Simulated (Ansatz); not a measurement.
# H₃O+ (SMILES [OH3+]): a rigid scan of the angle H3–O1–H2

The task here is to estimate one member of a computed series from the others.

Method: single points in def2-TZVPP; program: Ansatz 0.2.0, Gaussian basis.

Levels: PBE-D4, r2SCAN-D4, PBE0-D4, B3LYP-D4, wB97M-V, Hartree-Fock, MP2, CCSD, CCSD(T). The scan takes 83.1, 90.6, 98.1, 105.6, 113.1, 120.6, 128.1, 135.6, 143.1°.

Correlated methods freeze the cores. B3LYP uses VWN-RPA correlation.

28 further runs of the same task are left out: 28 set aside as unsound or not needed.

## The system as given

The minimum, relaxed at PBE0-D4: SMILES `[OH3+]`, 4 atoms, charge 1, spin multiplicity 1.

Atoms are counted from 1 here; the program's logs count them from 0.

Bond lengths: O1–H2 0.978 Å, O1–H3 0.978 Å, O1–H4 0.978 Å. Angles: H2–O1–H3 113.1°, H2–O1–H4 113.1°, H3–O1–H4 113.1°.

As a file:

```xyz
4
H3O
O     0.1812   -0.0565   -0.0525
H     0.2193    0.9186    0.0150
H    -0.4087   -0.3684   -0.7677
H     0.0081   -0.4937    0.8053
```

Energies of the minimum (eV), from earlier single points: PBE-D4 -2085.89976, r2SCAN-D4 -2087.11966, PBE0-D4 -2085.98973, B3LYP-D4 -2088.25750, wB97M-V -2087.29947, CCSD(T) -2084.76589.

At the minimum the angle H3–O1–H2 is 113.1°.

Set-up of the first run:

Input file ccsdt-tzvpp/in.yaml:

```yaml
crystal:
  periodic: [false, false, false]
  atoms:
    - {symbol: O, position_ang: [0.181237, -0.056518, -0.052515]}
    - {symbol: H, position_ang: [0.219348, 0.918602, 0.014998]}
    - {symbol: H, position_ang: [-0.434660, 0.136335, -0.787598]}
    - {symbol: H, position_ang: [0.008148, -0.493697, 0.805263]}
basis:
  gaussian: {orbitals: def2-TZVPP}
total_charge: 1
correlation: {method: ccsd_t}
```

The command line of these runs was not kept.

Steps of the session up to this table: H3–O1–H2 = 83.1°; H3–O1–H2 = 90.6°; H3–O1–H2 = 98.1°; H3–O1–H2 = 105.6°; H3–O1–H2 = 113.1°; H3–O1–H2 = 120.6°; H3–O1–H2 = 128.1°; H3–O1–H2 = 135.6°; H3–O1–H2 = 143.1°.

One table of the session follows, with a row left open; its other results are not shown here.

It belongs to the step «The curves». Energies less that of the minimum at the same level (kcal/mol):

| angle (°) | PBE-D4 | PBE0-D4 | B3LYP-D4 | wB97M-V | Hartree-Fock |
| --- | --- | --- | --- | --- | --- |
| 83.1 | 15.9 | 16.2 | 16.4 | 16.2 | 17.7 |
| 90.6 | 8.8 | 9.0 | 9.1 | 9.0 | 9.9 |
| 98.1 | 3.8 | 3.9 | 4.0 | 3.9 | 4.4 |
| 105.6 | 0.9 | 1.0 | 1.0 | 1.0 | 1.1 |
| 113.1 (minimum) | 0.0 | 0.0 | 0.0 | 0.0 | 0.0 |
| 113.1 | 0.0 | 0.0 | 0.0 | 0.0 | 0.0 |
| 120.6 | 1.0 | 1.0 | 1.0 | 1.0 | 1.0 |
| 128.1 | 3.7 | 3.8 | 3.8 | 3.8 | 4.1 |
| 135.6 | ? | ? | ? | ? | ? |
| 143.1 | 14.0 | 14.4 | 14.3 | 14.3 | 15.6 |

Estimate the missing values for angle (°) = 135.6.

Worked estimate for «PBE-D4». A straight line through the neighbours (128.1, 3.7) and (143.1, 14.0) gives 3.7 + (14.0 − 3.7) × (135.6 − 128.1) / (143.1 − 128.1) = 8.9; a parabola fitted to 3 rows on both sides gives 8.0.

As computed: PBE-D4: 8.1; PBE0-D4: 8.3; B3LYP-D4: 8.3; wB97M-V: 8.3; Hartree-Fock: 9.0. In «PBE-D4» the line misses by +0.8 and the parabola by -0.1.

Caveats from the session: A polynomial through the near points puts the CCSD(T) minimum 0.4° below the PBE0-D4 value.
